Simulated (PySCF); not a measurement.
## NO₂, doublet: computed properties

Computed with UPBE0/[N def2-TZVP, O def2-TZVP], no relativity, density fitting, PySCF.

The structure is a minimum.

```xyz
3
charge 0 multiplicity 2, angstrom
N     0.3162    0.0000    0.0000
O    -0.1384   -1.0918    0.0000
O    -0.1384    1.0918    0.0000
```

- Point group: C2v
- Bond lengths: N–O 1.183 Å (×2)
- Bond angles: O–N–O 134.8°
- Enthalpy at 298.15 K above 0 K: 10.16 kJ/mol
- Entropy at 298.15 K and 1 bar (electronic part: spin only): 239.5 J/(mol K)
- Principal polarisabilities: 9.3, 11.3, 26.4 bohr³
- Rotational symmetry number: 2
- Atomisation energy without zero-point energy: 978 kJ/mol
- Heat capacity Cp at 298.15 K: 36.6 J/(mol K)
- Principal quadrupole moments (Buckingham, traceless) about the centre of mass: -2.74, 0.80, 1.94 D Å
- Rotational constants: 8.376, 0.442, 0.4199 cm⁻¹
- Spin squared ⟨S²⟩: 0.754
- Zero-point energy: 24.0 kJ/mol
- Lowest empty level (β): -3.63 eV
- Highest occupied level (α): -8.22 eV
- Dipole moment: 0.34 D

Harmonic modes (masses in u: N 14.003, O 15.995):
```csv
symmetry,ω (cm⁻¹),IR (km/mol),μ (u)
a1,782,7.1,15.15
a1,1444,0.4,15.33
b2,1784,456,14.62
```

In C2v the vibrations span 2a1 + b2. Here b1 is antisymmetric to the molecular plane and b2 lies in it.

Charges (e):
```csv
atom,Mulliken,Löwdin,polar tensor,spin (Mulliken),Mayer order to N1
N1,0.37,-0.11,0.83,0.48,–
"O2,3",-0.19,0.05,-0.41,0.26,1.79
```

Mulliken populations on N1: s 3.43, p 3.00, d 0.18, f 0.02.

Outer orbital energies (eV). α occupied: -19.15, -16.59, -16.31, -16.27, -11.04, -10.85, -8.22; empty: -2.17, 4.35, 6.71, 7.21. β occupied: -18.18, -15.97, -15.67, -15.22, -10.67, -9.86; empty: -3.63, -1.68, 4.66, 6.97.

This need not be the most stable arrangement of these atoms.

The final relaxation and frequency run took 12 s on 4 threads of a shared Intel Xeon Platinum 8488C (Sapphire Rapids) host, with 93 basis functions and 8 gradients; the process peaked at 0.87 GiB. Launch command: `OMP_NUM_THREADS=4 python axn.py task.json out`.
